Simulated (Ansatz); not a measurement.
Input file:

```yaml
crystal:
  periodic: [false, false, false]
  atoms:
    - {symbol: B, position_ang: [0.000000, 0.000000, 0.043923]}
    - {symbol: N, position_ang: [0.000000, 0.000000, -1.261739]}
    - {symbol: H, position_ang: [0.000000, 0.000000, 1.217815]}
basis:
  gaussian: {orbitals: cc-pVDZ}
magnetization: {spin_polarized: false, initial_magnetization: 3}
correlation: {method: ccsdtq, electrons: outside_noble_gas}
```

```sh
$ ansatz run in.yaml --threads 2 --pin off --events-out ev --progress --plain --max-ram 16896MiB --backend cuda --devices 0, --max-vram 18GiB
```

Q: Roughly how long does this take on 2 threads of AMD EPYC 7R13 with a shared H100 80 GB, shared host, and how much host memory?

A: 27 s wall and 0.87 GiB.

```
577 factors; integrals over basis functions are off by at most 1.9e-7 eV
mean field evaluation 1: about -2162.2401 eV, gradient 1.2e1 eV
mean field evaluation 2: about -2162.2416 eV, gradient 1.2e1 eV
mean field evaluation 4: about -2163.0276 eV, gradient 1.2e0 eV
mean field evaluation 8: about -2163.0359 eV, gradient 5.2e-4 eV
mean field evaluation 16: about -2153.3902 eV, gradient 2.2e1 eV
mean field evaluation 32: about -2163.0359 eV, gradient 2.9e-6 eV
mean field evaluation 64: about -2155.6899 eV, gradient 1.6e0 eV
mean field evaluation 96: about -2161.7294 eV, gradient 3.5e-4 eV
mean field evaluation 128: about -2161.1316 eV, gradient 5.0e-4 eV
mean field evaluation 160: about -2156.5771 eV, gradient 3.5e0 eV
...
cycle  12  -5.19272309 eV  change   -1.5e-5 eV  update   6.9e-5
cycle  13  -5.19275521 eV  change   -3.2e-5 eV  update   4.1e-5
cycle  14  -5.19277129 eV  change   -1.6e-5 eV  update   2.3e-5
cycle  15  -5.19276901 eV  change    2.3e-6 eV  update   1.4e-5
cycle  16  -5.19276039 eV  change    8.6e-6 eV  update   7.7e-6
cycle  17  -5.19275842 eV  change    2.0e-6 eV  update   4.2e-6
cycle  18  -5.19275885 eV  change   -4.3e-7 eV  update   2.6e-6
cycle  19  -5.19276023 eV  change   -1.4e-6 eV  update   1.7e-6
cycle  20  -5.19276109 eV  change   -8.5e-7 eV  update   1.2e-6
cycle  21  -5.19276115 eV  change   -6.4e-8 eV  update   8.0e-7
Total energy: -2168.22861404 eV, -79.6809318877 hartree
```

For the same geometry and basis UCCSDTQ lies 1.7 meV lower.
